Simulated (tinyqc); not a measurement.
MP2 on RHF in the sto-3g basis, frozen core, for H2O, spin multiplicity 1, step by step. One step of it, computed by the program tinyqc.

Question. Second-order Moller-Plesset energy. E2 = sum_ijab (ia|jb) [2 (ia|jb) - (ib|ja)] / (e_i + e_j - e_a - e_b) over occupied i, j and virtual a, b; the opposite-spin part is (ia|jb)^2 / denominator, the rest is same-spin, and SCS-MP2 scales them by 6/5 and 1/3.

orbital energies (hartree): MO1 -20.251157, MO2 -1.205216, MO3 -0.559678, MO4 -0.420843, MO5 -0.381772, MO6 0.467316, MO7 0.615140

Two-electron integrals over orbitals (pq|rs), unique and non-zero (hartree); the lowest 1 orbital is frozen and left out:
```
(22|22) 0.722170    (32|22) -0.001873   (32|32) 0.132279    (33|22) 0.613674
(33|32) 0.000704    (33|33) 0.593485    (42|22) -0.021501   (42|32) -0.001079
(42|33) 0.004581    (42|42) 0.130123    (43|22) -0.003671   (43|32) 0.028551
(43|33) -0.002015   (43|42) 0.003695    (43|43) 0.053495    (44|22) 0.668195
(44|32) 0.003894    (44|33) 0.568130    (44|42) -0.097988   (44|43) -0.003389
(44|44) 0.722200    (52|52) 0.149937    (53|52) 0.001938    (53|53) 0.026237
(54|52) -0.042876   (54|53) -0.001029   (54|54) 0.049023    (55|22) 0.753598
(55|32) 0.002310    (55|33) 0.600437    (55|42) -0.076403   (55|43) -0.004685
(55|44) 0.701299    (55|55) 0.880159    (62|22) -0.130982   (62|32) -0.004548
(62|33) -0.063410   (62|42) -0.031078   (62|43) 0.001858    (62|44) -0.070074
(62|55) -0.143588   (62|62) 0.094063    (63|22) -0.012304   (63|32) 0.042182
(63|33) -0.007195   (63|42) 0.004453    (63|43) 0.038562    (63|44) -0.007354
(63|55) -0.013720   (63|62) 0.006013    (63|63) 0.080000    (64|22) -0.122258
(64|32) 0.004354    (64|33) -0.045807   (64|42) 0.039608    (64|43) 0.004482
(64|44) -0.130175   (64|55) -0.142412   (64|62) 0.062472    (64|63) 0.011318
(64|64) 0.089854    (65|52) -0.053150   (65|53) -0.002099   (65|54) -0.004518
(65|65) 0.034590    (66|22) 0.586687    (66|32) 0.010982    (66|33) 0.546506
(66|42) 0.050945    (66|43) 0.008184    (66|44) 0.539133    (66|55) 0.571094
(66|62) -0.087592   (66|63) 0.006295    (66|64) -0.048629   (66|66) 0.577179
(72|22) -0.011809   (72|32) 0.053886    (72|33) -0.003252   (72|42) 0.000267
(72|43) -0.028588   (72|44) -0.007949   (72|55) -0.012490   (72|62) 0.002576
(72|63) -0.029383   (72|64) 0.005975    (72|66) -0.006787   (72|72) 0.068599
(73|22) 0.163786    (73|32) 0.006953    (73|33) 0.088385    (73|42) -0.073146
(73|43) -0.000427   (73|44) 0.150223    (73|55) 0.201879    (73|62) -0.070295
(73|63) -0.004054   (73|64) -0.094346   (73|66) 0.043164    (73|72) -0.007757
(73|73) 0.156515    (74|22) -0.002701   (74|32) -0.070856   (74|33) -0.001995
(74|42) -0.000399   (74|43) -0.010131   (74|44) -0.005472   (74|55) -0.004506
(74|62) 0.004697    (74|63) -0.053832   (74|64) -0.002193   (74|66) -0.010261
(74|72) -0.017530   (74|73) -0.007919   (74|74) 0.068063    (75|52) -0.004445
(75|53) 0.023871    (75|54) 0.000395    (75|65) 0.000751    (75|75) 0.025658
(76|22) 0.001113    (76|32) -0.089234   (76|33) -0.001349   (76|42) 0.003949
(76|43) -0.060098   (76|44) -0.005340   (76|55) -0.001851   (76|62) -0.001202
(76|63) -0.070428   (76|64) -0.005868   (76|66) -0.013116   (76|72) 0.002605
(76|73) -0.009509   (76|74) 0.058207    (76|76) 0.113907    (77|22) 0.613002
(77|32) -0.012871   (77|33) 0.584226    (77|42) -0.020446   (77|43) -0.009500
(77|44) 0.586513    (77|55) 0.615433    (77|62) -0.062927   (77|63) -0.017060
(77|64) -0.052749   (77|66) 0.546140    (77|72) -0.005679   (77|73) 0.100441
(77|74) 0.007397    (77|76) 0.012963    (77|77) 0.604083
```

Hartree-Fock energy = -74.93868502 hartree

Give: Terms; Pair energies; MP2 correlation energy; SCS-MP2 correlation energy; MP2 total energy.

Answer.

Terms:
```
i  j  a  b  (ia|jb)  (ib|ja)  denominator       term
3  3  7  7   0.1565   0.1565      -2.3496    -0.0104
4  3  6  7  -0.0943  -0.0538      -2.0630    -0.0062
3  4  7  6  -0.0943  -0.0538      -2.0630    -0.0062
4  4  6  6   0.0899   0.0899      -1.7763    -0.0045
3  3  6  6   0.0800   0.0800      -2.0540    -0.0031
3  2  7  6  -0.0703  -0.0294      -2.8474    -0.0027
2  3  6  7  -0.0703  -0.0294      -2.8474    -0.0027
2  2  6  6   0.0941   0.0941      -3.3451    -0.0026
4  4  7  7   0.0681   0.0681      -2.0720    -0.0022
2  4  6  6   0.0625   0.0625      -2.5607    -0.0015
4  2  6  6   0.0625   0.0625      -2.5607    -0.0015
2  2  7  7   0.0686   0.0686      -3.6407    -0.0013
5  5  6  6   0.0346   0.0346      -1.6982    -0.0007
4  3  7  6  -0.0538  -0.0943      -2.0630  -3.48e-04
3  4  6  7  -0.0538  -0.0943      -2.0630  -3.48e-04
5  5  7  7   0.0257   0.0257      -1.9938  -3.30e-04
3  2  6  7  -0.0294  -0.0703      -2.8474   1.19e-04
2  3  7  6  -0.0294  -0.0703      -2.8474   1.19e-04
2  4  7  7  -0.0175  -0.0175      -2.8563  -1.08e-04
4  2  7  7  -0.0175  -0.0175      -2.8563  -1.08e-04
3  4  6  6   0.0113   0.0113      -1.9152  -6.69e-05
4  3  6  6   0.0113   0.0113      -1.9152  -6.69e-05
3  4  7  7  -0.0079  -0.0079      -2.2108  -2.84e-05
4  3  7  7  -0.0079  -0.0079      -2.2108  -2.84e-05
3  2  7  7  -0.0078  -0.0078      -2.9952  -2.01e-05
2  3  7  7  -0.0078  -0.0078      -2.9952  -2.01e-05
4  2  6  7   0.0060   0.0047      -2.7085  -1.60e-05
2  4  7  6   0.0060   0.0047      -2.7085  -1.60e-05
3  2  6  6   0.0060   0.0060      -2.6995  -1.34e-05
2  3  6  6   0.0060   0.0060      -2.6995  -1.34e-05
3  3  6  7  -0.0041  -0.0041      -2.2018  -7.46e-06
3  3  7  6  -0.0041  -0.0041      -2.2018  -7.46e-06
4  2  7  6   0.0047   0.0060      -2.7085  -5.93e-06
2  4  6  7   0.0047   0.0060      -2.7085  -5.93e-06
4  4  6  7  -0.0022  -0.0022      -1.9241  -2.50e-06
4  4  7  6  -0.0022  -0.0022      -1.9241  -2.50e-06
2  2  6  7   0.0026   0.0026      -3.4929  -1.90e-06
2  2  7  6   0.0026   0.0026      -3.4929  -1.90e-06
5  5  6  7   0.0008   0.0008      -1.8460  -3.05e-07
5  5  7  6   0.0008   0.0008      -1.8460  -3.05e-07
```

Pair energies (hartree; pair i-j sums ij and ji):
```
pair  opposite spin  same spin
2-2         -0.0039          0
3-2         -0.0041    -0.0012
3-3         -0.0136          0
4-2         -0.0033  -1.21e-06
4-3         -0.0116    -0.0016
4-4         -0.0068          0
5-5         -0.0010          0
```

MP2 correlation energy = -0.047167 hartree

SCS-MP2 correlation energy = -0.054201 hartree

MP2 total energy = -74.985852 hartree
